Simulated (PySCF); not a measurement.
Diatomics with 22 electrons

PBE0 in PySCF with def2-TZVPPD on every atom, for the lowest determinant that a PBE0 search found; no spin–orbit coupling. All have 22 electrons, 10 of them in the valence shells, and the same state, a singlet (closed shell). For ions De leads to the atom and ion picked by measured ionisation energies and electron affinities.

| species | difference of nuclear charges | Re (Å) | ωe (cm⁻¹) | k (mdyn/Å) | De (eV) | dissociates to |
| --- | --- | --- | --- | --- | --- | --- |
| AlO⁻ | 5 | 1.636 | 984 | 5.73 | 6.13 | Al + O⁻ |
| AlF | 4 | 1.665 | 780 | 4.00 | 6.77 | Al + F |
| SiO | 6 | 1.508 | 1272 | 9.70 | 7.91 | Si + O |
| PN | 8 | 1.479 | 1429 | 11.6 | 6.00 | P + N |
| BCl | 12 | 1.718 | 839 | 3.47 | 5.32 | B + Cl |
| SiF⁺ | 5 | 1.537 | 1035 | 7.14 | 6.70 | Si⁺ + F |
| PO⁺ | 7 | 1.420 | 1483 | 13.7 | 7.96 | P⁺ + O |
| CCl⁺ | 11 | 1.535 | 1206 | 7.66 | 6.85 | C⁺ + Cl |

Which member of the whole set has the stiffest bond, and how does it compare with the softest?

PO⁺ with k = 13.7 mdyn/Å, 3.9 times that of BCl.

For an ion De counts to the pair picked by the measured ionisation energies or electron affinities, which need not be the lowest pair at this level.
